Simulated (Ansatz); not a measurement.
Results of PBE0 (Ansatz, a program for electronic structure, plane waves, PAW) for CsGaS3 (P2₁/c, No. 14; cell taken from a computed entry).

Excerpt of the program's output:

```
WARN output.stress: scf.convergence.dr2_threshold = 2e-9 eV is looser than the 1.6e-9 eV advised for a printed stress (1e-10 eV for each atom of the cell …
WARN output.stress: scf.exx.energy_threshold = 1e-6 eV is looser than the 1.6e-7 eV advised for a stress under a hybrid functional (1e-8 eV for each atom of …
Crystal: 20 atoms, lattice volume = 569.905 Å³
Basis set: ecut = 460 eV, 12787 PW (Γ), exchange–correlation on 108×180×90 points (8 copies of the dense FFT grid, shifted against one another)
Bands: 100, of which v1, the nominal top of the filled ones, is band 80 counted from 1 (79 counted from 0)
Symmetry: 4 space group operations
Space group: P21/c (ITA 14), of the structure as read, at distance tolerance 8.3e-5 Å
k-points: 20 of 32
Functional: x = pbe(κ = 0.804, μ = 0.2195149727645171), c = pbe(β = 0.06672455060314922), warm-up for x = 0.75 pbe(κ = 0.804, μ = 0.2195149727645171) + 0.25 exact, c = pbe(β = 0.06672455060314922)
SCF iter   1: F=—  HF=-48656.593568 eV  |F-HF|=—  |Δ(HF+E_count)|=         —  Δρ=1.68e-3  dr2=1.85e-2
SCF iter   2: F=—  HF=-48656.593884 eV  |F-HF|=—  |Δ(HF+E_count)|=   3.16e-4  Δρ=7.12e-4  dr2=3.00e-3
  ...
Crystal: 20 atoms, lattice volume = 569.905 Å³
Initial density: handed on by an earlier stage of this run
Functional: x = 0.75 pbe(κ = 0.804, μ = 0.2195149727645171) + 0.25 exact, c = pbe(β = 0.06672455060314922)
  ...
Free energy (F): -48684.245823 eV
Internal energy: -48684.245823 eV  (E = F + TS)
E sigma→0 (E₀):  -48684.245823 eV
Fermi energy:    5.641922 eV
--- Forces (eV/Å), atoms counted from 1 ---
  atom   1  Cs    -0.00777236    -0.00255177     0.02932949
  atom   2  Cs     0.00777236     0.00255177    -0.02932949
  atom   3  Cs     0.00777236    -0.00255177    -0.02932949
  atom   4  Cs    -0.00777236     0.00255177     0.02932949
  atom   5  Ga     0.00644770    -0.01322284     0.00196841
  atom   6  Ga    -0.00644770     0.01322284    -0.00196841
  atom   7  Ga    -0.00644770    -0.01322284    -0.00196841
  atom   8  Ga     0.00644770     0.01322284     0.00196841
  atom   9  S      0.08939454    -0.05668325     0.03993226
  atom  10  S     -0.08939454     0.05668325    -0.03993226
  atom  11  S     -0.08939454    -0.05668325    -0.03993226
  atom  12  S      0.08939454     0.05668325     0.03993226
  atom  13  S      0.11185015    -0.05377432     0.14186340
  atom  14  S     -0.11185015     0.05377432    -0.14186340
  atom  15  S     -0.11185015    -0.05377432    -0.14186340
  atom  16  S      0.11185015     0.05377432     0.14186340
  atom  17  S     -0.00269548     0.17482545    -0.07363517
  atom  18  S      0.00269548    -0.17482545     0.07363517
  atom  19  S      0.00269548     0.17482545     0.07363517
  atom  20  S     -0.00269548    -0.17482545    -0.07363517
--- Stress (GPa, compression-positive) ---
        0.837489       0.000000      -0.129757
        0.000000       0.856023      -0.000000
       -0.129757      -0.000000       0.589460
  P = ⅓ Tr σ = 0.7610 GPa (7.610 kbar)
```

### Question
Write an input file that could have produced this run (the log leaves some choices open).

### Answer
This is not unique; one that fits is 
Ansatz 0.2 input:
```yaml
crystal:
  lattice:
    - [7.5450037516, 0.0, -0.0359605978]
    - [0.0, 12.365991029, 0.0]
    - [-1.9589858817, 0.0, 6.1175510418]
  atoms:
    - { symbol: Cs, position: [0.252034139, 0.9156552624, 0.2795700981] }
    - { symbol: Cs, position: [0.747965861, 0.0843447376, 0.7204299019] }
    - { symbol: Cs, position: [0.747965861, 0.4156552624, 0.2204299019] }
    - { symbol: Cs, position: [0.252034139, 0.5843447376, 0.7795700981] }
    - { symbol: Ga, position: [0.8069497054, 0.7719253343, 0.3479444948] }
    - { symbol: Ga, position: [0.1930502946, 0.2280746657, 0.6520555052] }
    - { symbol: Ga, position: [0.1930502946, 0.2719253343, 0.1520555052] }
    - { symbol: Ga, position: [0.8069497054, 0.7280746657, 0.8479444948] }
    - { symbol: S, position: [0.0190115315, 0.326798806, 0.8161070573] }
    - { symbol: S, position: [0.9809884685, 0.673201194, 0.1838929427] }
    - { symbol: S, position: [0.9809884685, 0.826798806, 0.6838929427] }
    - { symbol: S, position: [0.0190115315, 0.173201194, 0.3161070573] }
    - { symbol: S, position: [0.5508918044, 0.6725757322, 0.3552356756] }
    - { symbol: S, position: [0.4491081956, 0.3274242678, 0.6447643244] }
    - { symbol: S, position: [0.4491081956, 0.1725757322, 0.1447643244] }
    - { symbol: S, position: [0.5508918044, 0.8274242678, 0.8552356756] }
    - { symbol: S, position: [0.687732165, 0.5814448503, 0.6332143591] }
    - { symbol: S, position: [0.312267835, 0.4185551497, 0.3667856409] }
    - { symbol: S, position: [0.312267835, 0.0814448503, 0.8667856409] }
    - { symbol: S, position: [0.687732165, 0.9185551497, 0.1332143591] }
basis:
  ecutwfc: 460
  ecutrho_ratio: 4
  xc_grid: 2
kpoints:
  mp_grid: { grid: [4, 2, 4] }
  band_path: { path: [[0, 0, 0], [0, 0, 0.125]], npoints: 1 }
hamiltonian:
  xc: pbe0
  dispersion: none
  pseudopotentials: { kind: paw }
scf:
  occupations: { method: fermi_dirac, width: 0.01 }
  convergence: { dr2_threshold: 0.000000002 }
output:
  forces: true
  stress: true
  eigenvalues: true
  write_bands: true
```

The PAW data were made under PBE.

Note: cell and atoms aren't relaxed at this level (largest force component 0.17 eV/Å, pressure 0.8 GPa).
